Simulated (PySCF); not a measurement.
Compound: H4OSi.
SMILES with atom numbers: `[OH:1][SiH3:2]` (hydrogens: H3 on O1; H4, H5, H6 on Si2)

The same species was optimised twice, with GFN2-xTB and with PBE0-D3(BJ)/def2-SVP (PySCF), and the same property calculations (PySCF, gas phase) were run on both structures.

```
   coordinate  GFN2-xTB  PBE0-D3(BJ)/def2-SVP  change
   O1–Si2 (Å)     1.625                 1.665  +0.040
   Si2–H5 (Å)     1.453                 1.487  +0.034
   Si2–H6 (Å)     1.464                 1.497  +0.033
   Si2–H4 (Å)     1.464                 1.497  +0.033
    O1–H3 (Å)     0.953                 0.961  +0.008
Si2–O1–H3 (°)     122.3                 116.9    -5.4
O1–Si2–H5 (°)     101.5                 106.3    +4.8
H5–Si2–H6 (°)     112.9                 109.5    -3.4
H4–Si2–H5 (°)     112.8                 109.5    -3.3
O1–Si2–H6 (°)     110.3                 112.0    +1.7
O1–Si2–H4 (°)     110.3                 111.9    +1.6
H4–Si2–H6 (°)     108.8                 107.7    -1.1
```

Rotational constants: A = 78351, B = 14300, C = 14009 MHz (GFN2-xTB) against A = 76305, B = 13591, C = 13330 MHz (PBE0-D3(BJ)/def2-SVP). Point groups within 0.08 Å: Cs and Cs. Atoms that the bonding makes alike are paired by their places after alignment.

On the GFN2-xTB structure: lowest singlet, TDDFT (eV) 7.17 [CAM-B3LYP/def2-SVPD]; lowest triplet, Tamm–Dancoff (eV) 6.80 [CAM-B3LYP/def2-SVPD]; isotropic polarisability (au) 32.0 [CAM-B3LYP/def2-SVPD]; HOMO (eV) -10.18 [CAM-B3LYP/def2-SVPD]; LUMO (eV) 0.71 [CAM-B3LYP/def2-SVPD]; dipole (D) 1.32 [CAM-B3LYP/def2-SVPD]; HOMO (eV) -8.64 [PBE0/pcSseg-1]; LUMO (eV) 0.35 [PBE0/pcSseg-1]; dipole (D) 1.39 [PBE0/pcSseg-1]; GIAO shielding of O1 (ppm) 339.0 [PBE0/pcSseg-1]; GIAO shielding of Si2 (ppm) 386.0 [PBE0/pcSseg-1]; O1s of O1 (eV) 538.75 [delta-SCF UKS SCAN, pcX-2 on the ionised atom, pcseg-1 elsewhere, spin-free X2C]; Si1s of Si2 (eV) 1847.31 [delta-SCF UKS SCAN, pcX-2 on the ionised atom, pcseg-1 elsewhere, spin-free X2C]; Si2p of Si2 (eV) 107.69 [delta-SCF UKS SCAN, pcX-2 on the ionised atom, pcseg-1 elsewhere, spin-free X2C].

Q: What do these properties become on the PBE0-D3(BJ)/def2-SVP structure?

A: 
```tsv
property	level	on GFN2-xTB	on PBE0-D3(BJ)/def2-SVP	change
lowest singlet, TDDFT (eV)	CAM-B3LYP/def2-SVPD	7.17	7.13	-0.04
lowest triplet, Tamm–Dancoff (eV)	CAM-B3LYP/def2-SVPD	6.80	6.75	-0.05
isotropic polarisability (au)	CAM-B3LYP/def2-SVPD	32.0	33.3	+1.3
HOMO (eV)	CAM-B3LYP/def2-SVPD	-10.18	-10.21	-0.03
LUMO (eV)	CAM-B3LYP/def2-SVPD	0.71	0.65	-0.06
dipole (D)	CAM-B3LYP/def2-SVPD	1.32	1.35	+0.03
energy, GFN2-xTB geometry as zero (kcal/mol)	CAM-B3LYP/def2-SVPD	0.0	-1.8	-1.8
HOMO (eV)	PBE0/pcSseg-1	-8.64	-8.69	-0.05
LUMO (eV)	PBE0/pcSseg-1	0.35	0.31	-0.04
dipole (D)	PBE0/pcSseg-1	1.39	1.43	+0.04
energy, GFN2-xTB geometry as zero (kcal/mol)	PBE0/pcSseg-1	0.0	-1.8	-1.8
GIAO shielding of O1 (ppm)	PBE0/pcSseg-1	339.0	335.6	-3.4
GIAO shielding of Si2 (ppm)	PBE0/pcSseg-1	386.0	384.4	-1.6
O1s of O1 (eV)	delta-SCF UKS SCAN, pcX-2 on the ionised atom, pcseg-1 elsewhere, spin-free X2C	538.75	538.84	+0.09
Si1s of Si2 (eV)	delta-SCF UKS SCAN, pcX-2 on the ionised atom, pcseg-1 elsewhere, spin-free X2C	1847.31	1847.57	+0.26
Si2p of Si2 (eV)	delta-SCF UKS SCAN, pcX-2 on the ionised atom, pcseg-1 elsewhere, spin-free X2C	107.69	107.89	+0.20
```

The heavy atoms differ by 0.020 Å rms after alignment. Among all bonds O1–Si2 changes most (+0.040 Å). Changes are differences of the printed values. Neither structure is proved a minimum here.
